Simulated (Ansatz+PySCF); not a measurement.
Results of a calculation; reference values are marked as such.
**Several solutions for quintet O4 in separate pieces**

```xyz
4

O     0.0000    0.0000   -2.1389
O     0.0000    0.0000    2.1389
O    30.0000    0.0000   -0.5941
O    30.0000    0.0000    0.5941
```

Basis set: 6-31G (spherical functions). Charge 0, multiplicity 5.

CASSCF(8,8) was run from several starts with Ansatz (development build ahead of 0.2.0) and PySCF 2.14.0. The starts are those of the Hartree–Fock orbitals from which the active space was taken at the frontier.

```json
{"run": "A", "program": "PySCF", "start": "program defaults", "converged": "no", "energy (hartree)": "–", "<S²>": "–"}
{"run": "B", "program": "Ansatz", "start": "atomic start, no search", "converged": "yes", "energy (hartree)": "-299.08500", "<S²>": "6.00"}
{"run": "C", "program": "Ansatz", "start": "search for the lowest state", "converged": "yes", "energy (hartree)": "-299.11300", "<S²>": "6.00"}
{"run": "D", "program": "Ansatz", "start": "stability test followed", "converged": "yes", "energy (hartree)": "-299.11300", "<S²>": "6.00"}
```

Q: Which runs reached the lowest solution of this kind, and what is wrong with the others?

A: C, D reached the lowest solution found. Converged but too high: B by 0.76 eV. Convergence only shows a stationary point; in CASSCF the end hangs on which orbitals enter the active space. Not converged: A. Caution: other starts end on other solutions of this active space.
